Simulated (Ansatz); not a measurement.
Two isomers of C2H4O2S: A = `SC1OCO1`, B = `O=COCS`.

Computed with Ansatz on PBE0-D4/def2-TZVP structures; ΔE is electronic, products minus reactants. CCSD(T)/CBS adds triple-zeta CCSD(T) − MP2 to the extrapolated MP2 energy (def2 sets, frozen cores). DFT in def2-TZVPP. B3LYP here is the variant with VWN-RPA as its local correlation; programs differ in this. One conformer a species, not always the lowest.

**Question.** Which isomer does CCSD(T)/CBS put lower? Give the gap. (An estimate is asked.)

**Answer.** Ansatz gave: B, by 31.6 kcal/mol.

**Question.** Give E(B) − E(A) in kcal/mol with ωB97M-V, r2SCAN-D4, MP2/def2-TZVPP, B2PLYP, CCSD/def2-TZVPP, CCSD(T)/def2-TZVPP, B3LYP. (An estimate is asked.)

**Answer.** Ansatz gave: ωB97M-V -31.2, r2SCAN-D4 -32.9, MP2/def2-TZVPP -32.6, B2PLYP -34.5, CCSD/def2-TZVPP -31.2, CCSD(T)/def2-TZVPP -31.7, B3LYP -34.6. None reverses the order clearly.

**Question.** Does the order hold for the free energy at 298.15 K (harmonic terms from PBE0-D4)? (Estimate.)

**Answer.** Computed: Yes: G(B) − G(A) = -32.8 kcal/mol, for one conformer each. Modes under 60 cm⁻¹, often nearly free rotors, make the harmonic entropy too high.

Largest T1 diagnostic: 0.015.

Leaving LDA and LC-ωPBE aside and taking each functional with its dispersion term where it has one, the values, not all of them listed here, spread over 5.9 kcal/mol, from BLYP-D4 to HSE06-D4. LDA lies +3.3 kcal/mol from PBE without D4. At CCSD(T), def2-SVP lies −3.3 kcal/mol from the extrapolated value and def2-TZVPP −0.0 kcal/mol.
